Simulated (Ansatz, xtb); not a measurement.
Relative energy of two isomers of AlH4NS

Structure I is `[NH2+]1[AlH2-][S]1`, a singlet and structure II is `[NH2][AlH][SH]`, a singlet. Both are isolated molecules in the gas phase, relaxed with B3LYP-D4/def2-TZVP; the shapes shown needn't be the lowest conformers.

I (Å):

```yaml
atoms:
  - { symbol: Al, position_ang: [-1.6900, -1.0471, 1.3201] }
  - { symbol: N, position_ang: [-0.5671, 0.0305, 0.0955] }
  - { symbol: S, position_ang: [0.5426, -1.0948, 1.0103] }
  - { symbol: H, position_ang: [-2.5519, -2.1057, 0.5331] }
  - { symbol: H, position_ang: [-2.2355, -0.1804, 2.5176] }
  - { symbol: H, position_ang: [-0.5295, -0.1460, -0.9015] }
  - { symbol: H, position_ang: [-0.3410, 1.0007, 0.2804] }
```

II (Å):

```yaml
atoms:
  - { symbol: Al, position_ang: [-0.8164, -0.4062, 0.5075] }
  - { symbol: N, position_ang: [0.8199, 0.2289, 0.3047] }
  - { symbol: S, position_ang: [-2.2919, -0.2150, -1.1076] }
  - { symbol: H, position_ang: [-1.2375, -1.1144, 1.8426] }
  - { symbol: H, position_ang: [1.1816, 0.6964, -0.5112] }
  - { symbol: H, position_ang: [1.5336, 0.1667, 1.0144] }
  - { symbol: H, position_ang: [-1.4556, 0.4218, -1.9468] }
```

Question: Which of the two would you expect CCSD(T)/def2-TZVP electronic energies to favour?

Answer: Structure II; the calculation gives E(II) − E(I) = −1.609 eV.

How the difference moves with the method:

| level | geometry | E(II) − E(I) (eV) | departure from the last row (eV) | job, with rough time for the two |
| --- | --- | --- | --- | --- |
| GFN2-xTB | GFN2-xTB | −0.986 | +0.623 | optimisation, 0.27 s |
| HF/STO-3G | GFN2-xTB | −0.934 | +0.676 | single point, 0.16 s |
| r2SCAN-D4/def2-SVP | GFN2-xTB | −1.552 | +0.057 | single point, 1.7 s |
| B3LYP-D4/def2-TZVP | B3LYP-D4/def2-TZVP | −1.631 | −0.022 | optimisation, 18 s |
| HF/def2-TZVP | B3LYP-D4/def2-TZVP | −1.761 | −0.152 | part of the CCSD(T) run |
| MP2/def2-TZVP | B3LYP-D4/def2-TZVP | −1.685 | −0.076 | part of the CCSD(T) run |
| CCSD(T)/def2-TZVP | B3LYP-D4/def2-TZVP | −1.609 |  | single point, 11 s |

As drawn, II has 1 S–H in place of 1 N–S, 1 Al–H. Structure I has a 3-membered ring, II no ring.

None of the levels shown reverses the order. The largest departure from CCSD(T)/def2-TZVP is that of HF/STO-3G, 0.676 eV.

With harmonic frequencies from B3LYP-D4/def2-TZVP (ideal gas, rigid rotor, one conformer each, 298.15 K, 1 atm): on the last row, ΔE + ΔZPE = −1.644, ΔH = −1.617, ΔG = −1.674 eV.

The correlated steps freeze 11 core orbitals. Programs: Ansatz 0.2.0, xtb 6.7.1; the last row on 2 threads of Arm Neoverse V2 on a shared host.
